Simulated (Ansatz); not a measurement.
## GaSi, sextet in cc-pVDZ: errors against full CI

Geometry: that of the GaSi, quartet, kept fixed. The doublet lies 3.3 eV lower here.

```yaml
atoms:
  - { symbol: Si, position_ang: [0.0000, 0.0000, 0.0000] }
  - { symbol: Ga, position_ang: [0.0000, 0.0000, 2.4181] }
```

Basis cc-pVDZ; Ansatz 0.2.0. Correlated methods freeze the noble-gas cores and the filled d shells of p-block atoms, which leaves 7 electrons in 26 orbitals. Prefix R: restricted or restricted open-shell reference; prefix U: unrestricted. Active spaces: valence = (7e, 8o) chosen from the atoms' valence shells. No spin–orbit coupling is included, and no scalar relativity.

Full CI is exact within this basis and frozen core; it isn't the basis-set limit. The frozen core follows each run's orbitals, which can shift R against U totals by a few meV for light atoms and by up to 0.1 eV past Ca.

For open shells CISD is restricted-active-space CI with the open shells as a complete middle space.

The UHF ⟨S²⟩ is 8.755, the T1 diagnostic (RCCSD) is 0.0370 and the largest doubles amplitude (RCCSD) is 0.084.

```tsv
level	E − E(RHF) (eV)
RMP2	-1.8277
RCCSD	-2.3948
RCCSD(T)	-2.4865
```

**Question.** Estimate how far full CI in cc-pVDZ lies from RCCSD(T). The table doesn't fix it; the size of (T) and the diagnostics are the guide.

**Answer.** Full CI in cc-pVDZ lies 3.6 kJ/mol below RCCSD(T), which is 41 % of the (T) step (-8.8 kJ/mol). T1 is raised, and the rest is a large part of (T).

The other levels:

```tsv
level	E − E(full CI) (kJ/mol)	share of correlation (%)	wall time
CISD	13.4	94.48	1.6 s
BCCD(T)	3.5	98.55	2.8 s
RCCSDT	0.6	99.77	–
RCCSDT(Q)	0.0	99.99	6.5 s
CASSCF (valence space)	178.8	26.60	–
NEVPT2 (valence space)	50.6	79.22	2.5 s
NEVPT4(SD) (valence space)	6.3	97.39	3.1 s
MRCISD (valence space)	9.6	96.06	–
MRCISD+Q (valence space)	-0.2	100.09	3.3 s
```

The correlation energy at full CI, counted from RHF, is -2.524 eV. That run took 97 s on 1 thread of Arm Neoverse V1, shared host over 1,496,572 determinants.

Run but not shown, since their state, orbitals or frozen core can't be matched to the reference's or they repeat it: UHF, UMP2, UCCSD, UCCSD(T), UCCSDT, UCCSDT(Q).

Times hold each run's SCF and search for its determinant on a shared host, so for small cases they say little of a method's own cost; they ran on 1 thread of Arm Neoverse V1.

The full-CI state has the irrep B2 of C2v, in the program's axes (one component, if the state is degenerate).

Natural occupations of full CI about the gap: 1.918 1.010 0.991 0.982 0.980 0.972 0.034 0.026 0.014 0.010; effectively unpaired electrons, Σ n²(2−n)², 5.03.
